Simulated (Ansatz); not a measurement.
Ideal-gas functions of C$_{3}$H$_{4}$ClN (`ClC1=NCC1`) at 298.15 K and 1 bar, from an Ansatz frequency run at PBE0-D4/def2-TZVP.

Molar mass 89.52 g/mol, point group Cs (symmetry number 1), electronic degeneracy 1, moments of inertia 39.07, 186.278, 218.911 u Å². Harmonic wavenumbers (cm⁻¹, unscaled): 224, 330, 443, 509, 797, 912, 935, 979, 1054, 1110, 1164, 1166, 1231, 1277, 1452, 1487, 1672, 3084, 3095, 3140, 3156.

Use S(trans) = R[1.5 ln M + 2.5 ln T − 1.1517]; rotational temperatures θ = 24.2544 K / I; S(rot) = R[ln(√π/σ · √(T³/θAθBθC)) + 1.5]; for each mode x = 1.438777 ν̃/T, S = R[x/(eˣ − 1) − ln(1 − e⁻ˣ)] and H = RT x/(eˣ − 1); 1 cm⁻¹ = 0.0119627 kJ/mol; R = 8.31446 J/(mol·K).

Q: By hand: the entropy, in J/(mol·K).

A: Translation 164.9. Rotation: θ = 0.6208, 0.1302, 0.1108 K, giving 107.9. Vibration, mode by mode: 8.06, 5.27, 3.42, 2.66, 0.88, 0.56, 0.51, 0.43, 0.31, 0.25, 0.20, 0.20, 0.15, 0.13, 0.06, 0.05, 0.02, 0.00, 0.00, 0.00, 0.00, in all 23.2. Electronic 0.0. Sum 296.0 J/(mol·K).

Q: By hand: H − E and G − E in kJ/mol, counted from the electronic energy.

A: Zero-point energy ½ × 29217 × 0.0119627 = 174.8; thermal vibration 4.6; translation, rotation and pV give 4 RT = 9.9. H − E = 189.3 kJ/mol, and G − E = 189.3 − 298.15 × 296.0/1000 = 101.0 kJ/mol.

Vibration gives 8 % of the entropy.
